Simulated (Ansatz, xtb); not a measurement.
**Two isomers of C5H9N**

Structure I: `CC(C)(C)C#N`, a singlet. Structure II: `CCCCC#N`, a singlet. Both are isolated molecules in the gas phase, relaxed with B3LYP/def2-SVP, each in the lowest conformer that the search found.

I (Å):

```xyz
15

C    -1.7883    0.8398   -1.0771
C    -1.2095   -0.5763   -0.8623
C    -0.3612   -0.9997   -2.0821
C    -0.3557   -0.6172    0.4246
C    -2.3325   -1.5281   -0.7146
N    -3.2125   -2.2737   -0.5989
H    -0.9645    1.5624   -1.1892
H    -2.4066    1.1511   -0.2216
H    -2.4105    0.8823   -1.9838
H     0.4809   -0.3005   -2.2067
H     0.0479   -2.0128   -1.9502
H    -0.9589   -0.9884   -3.0060
H     0.4864    0.0868    0.3313
H     0.0535   -1.6237    0.5991
H    -0.9494   -0.3304    1.3057
```

II (Å):

| atom | x (Å) | y (Å) | z (Å) |
| --- | --- | --- | --- |
| C | -0.9845 | 0.9704 | -2.6131 |
| C | -0.4008 | 0.0457 | -1.5444 |
| C | -1.4693 | -0.5952 | -0.6544 |
| C | -0.8655 | -1.5236 | 0.4159 |
| C | -1.8711 | -2.1477 | 1.2790 |
| N | -2.6800 | -2.6325 | 1.9523 |
| H | -0.1920 | 1.4151 | -3.2352 |
| H | -1.5555 | 1.7974 | -2.1594 |
| H | -1.6690 | 0.4257 | -3.2844 |
| H | 0.3081 | 0.6106 | -0.9123 |
| H | 0.1950 | -0.7498 | -2.0277 |
| H | -2.1778 | -1.1717 | -1.2735 |
| H | -2.0641 | 0.1898 | -0.1567 |
| H | -0.2772 | -2.3265 | -0.0609 |
| H | -0.1633 | -0.9635 | 1.0572 |

Energies in hartree; the thermal terms are from GFN2-xTB frequencies at re-optimised GFN2-xTB minima (ideal gas, soft modes damped towards free rotors, one conformer each, 298.15 K, 1 atm) and include the zero-point energy:

|  | I | II |
| --- | --- | --- |
| E, CCSD(T)/def2-SVP | −249.794368 | −249.788954 |
| E, MP2/def2-SVP | −249.705061 | −249.698601 |
| E, MP2/def2-TZVPP | −250.164735 | −250.158313 |
| zero-point energy | 0.128527 | 0.129436 |
| H(298 K) − E | 0.137044 | 0.137710 |
| G(298 K) − E | 0.098889 | 0.098032 |

Problem. Correct the CCSD(T) difference for the basis set by the MP2 change, then work out ΔE, ΔE₀, ΔH and ΔG for I → II in kcal/mol (1 Eh = 627.51 kcal/mol) and the equilibrium ratio [II]/[I].

Solution. 1. Differences II − I: CCSD(T) +0.005414, MP2 in the small set +0.006460, MP2 in the large set +0.006422 Eh.
2. ΔE = +0.005414 + (+0.006422 − (+0.006460)) = +0.005376 Eh = +3.37 kcal/mol.
3. ΔE₀ = ΔE + ΔZPE = +0.005376 + (+0.000909) Eh = +3.94 kcal/mol.
4. ΔH = ΔE + (+0.000666) Eh = +3.79 kcal/mol.
5. ΔG = ΔE + (−0.000857) Eh = +2.84 kcal/mol, so ΔS = (ΔH − ΔG)/T = +13.4 J/(mol K).
6. kT = 0.9442 mEh, so K = [II]/[I] = exp(−ΔG/kT) = exp(−4.79) ≈ 0.0083.

Structure I is favoured at this temperature. An error of 1 kcal/mol in ΔG would change K by a factor of 5.4. HF/STO-3G, B3LYP/def2-SVP, HF/def2-SVP found them nearly level. Mirror images and further conformers aren't counted.

As drawn, both hold the same kinds of bond in the same numbers. Structure I has 3 methyl groups, II 1.

Tabulated enthalpies of formation at 298 K (CRC Handbook of Chemistry and Physics) are −2.3 kJ/mol for I and 10.5 kJ/mol for II, so the tabulated ΔH is +3.06 kcal/mol and the calculation departs from it by +0.73 kcal/mol.

Other levels gave ΔE = +2.4 (GFN2-xTB); −0.1 (HF/STO-3G, GFN2-xTB geometries); +2.0 (r2SCAN-D4/def2-SVP, GFN2-xTB geometries); −0.4 (B3LYP/def2-SVP); +0.2 (HF/def2-SVP); +4.1 (MP2/def2-SVP); +3.4 (CCSD(T)/def2-SVP) kcal/mol. The correlated steps freeze 6 core orbitals. Programs: Ansatz 0.2.0, xtb 6.7.1.
